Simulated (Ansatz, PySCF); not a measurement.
**Ladder of methods for the lattice parameter a of diamond-structure Si**

Reference value: 5.421 Å (measured, static lattice: zero-point anharmonic expansion removed; as tabulated in Mejia-Rodriguez and Trickey (2018), arXiv:1807.09216).

Problem. What do PBE, PBE-D3(BJ), B3LYP (VWN-RPA form), MP2, CCSD give, and how far is each from the reference?

Solution. 
| level (code) | value (Å) | error (%) |
|---|---|---|
| PBE (Ansatz) | 5.470 | +0.90 |
| PBE-D3(BJ) (Ansatz) | 5.421 | 0.00 |
| B3LYP (VWN-RPA form) (Ansatz) | 5.486 | +1.20 |
| MP2 (PySCF) | 5.389 ± 0.02 | -0.59 |
| CCSD (PySCF) | 5.415 ± 0.02 | -0.11 |

Once the reference is moved by up to 0.11 % (a margin picked here for doubts on the reference and the settings) and values within 0.10 % count as equal, the nearest can be PBE-D3(BJ) (0.00 %) or CCSD (-0.11 %). Among them B3LYP (VWN-RPA form) (+1.20 %) misses by most. Within 2 %: PBE, PBE-D3(BJ), B3LYP (VWN-RPA form), MP2, CCSD.

A ± on a computed value is a rough bar: the spread of its extrapolation, a floor set from checks against published values, or a statistical error. Cutoffs and k meshes differ between the levels. Ansatz's density-functional and Hartree–Fock values are scalar-relativistic unless marked +SOC, with PAW data made under PBE.

Differences are worked out from the printed values.

Ansatz is a quantum-chemistry and plane-wave program.
